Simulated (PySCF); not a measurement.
Species: C₄H₉FO.
Atom-mapped SMILES: `[CH3:1][CH2:2][C@@H:3]([OH:4])[CH2:5][F:6]` (hydrogens: H7, H8, H9 on C1; H10, H11 on C2; H12 on C3; H13 on O4; H14, H15 on C5)

The closed-shell SCF was solved with PySCF and density fitting under several settings on one GFN2-xTB geometry (grid level 2 and gas phase unless stated).

```tsv
settings	basis functions	SCF cycles	E (Eh)	HOMO (eV)	LUMO (eV)	dipole (D)
KT3/MINI, level shift 0.1 Eh	39	9	-334.9997	-6.73	1.38	0.66
KT2/def2-SVPD	198	15	-337.7497	-6.62	-0.08	1.31
```

Estimate the rows for these settings: (1) wB97X/pcSseg-1, IEF-PCM chloroform, damping 0.1 at the start, DIIS from the seventh cycle; (2) wB97X/ANO-RCC-VDZP.

| settings | basis functions | SCF cycles | E (Eh) | HOMO (eV) | LUMO (eV) | dipole (D) |
| --- | --- | --- | --- | --- | --- | --- |
| wB97X/pcSseg-1, IEF-PCM chloroform, damping 0.1 at the start, DIIS from the seventh cycle | 147 | 13 | -332.7990 | -10.38 | 3.75 | 1.65 |
| wB97X/ANO-RCC-VDZP | 129 | 12 | -332.9368 | -10.49 | 2.23 | 1.51 |

Over all rows, what range does the HOMO–LUMO gap span?

From 6.54 eV (KT2/def2-SVPD) to 14.13 eV (wB97X/pcSseg-1, IEF-PCM chloroform, damping 0.1 at the start, DIIS from the seventh cycle). The functional of the narrowest has no exact exchange, that of the widest range-separated exact exchange.

And the dipole moment?

From 0.66 D (KT3/MINI, level shift 0.1 Eh) to 1.65 D (wB97X/pcSseg-1, IEF-PCM chloroform, damping 0.1 at the start, DIIS from the seventh cycle); the largest is 2.50 times the smallest, and the median is 1.41 D.

Whole jobs, the steps after the SCF included, on an Arm Neoverse V1 with one thread, no GPU, shared host:

```tsv
settings	work after the SCF	wall time	peak memory
KT3/MINI, level shift 0.1 Eh	6 singlets by full TDDFT, 2 Tamm–Dancoff triplets, polarisability	5.2 s	0.71 GiB
KT2/def2-SVPD	spin–spin couplings from 14 perturbed nuclei, spin–dipole term for 1 of them	31 s	0.58 GiB
wB97X/pcSseg-1, IEF-PCM chloroform, damping 0.1 at the start, DIIS from the seventh cycle	shieldings	21 s	0.92 GiB
wB97X/ANO-RCC-VDZP	spin–spin couplings from 14 perturbed nuclei, spin–dipole term for 1 of them	28 s	0.82 GiB
```

Cycle counts include a coarse-grid stage where the run had one. KT2 and KT3 were designed for NMR shieldings or shifts; total energies of different functionals aren't comparable. ANO-RCC sets were contracted for a scalar-relativistic Hamiltonian, but ran non-relativistically here. The structure is a single GFN2-xTB conformer; no vibrational corrections.

The values belong to the conformer `[CH3:1][CH2:2][C@@H:3]([OH:4])[CH2:5][F:6]`: C1–C2–C3–O4 64°, C2–C3–C5–F6 175°, H–O4–C3–C2 174°.
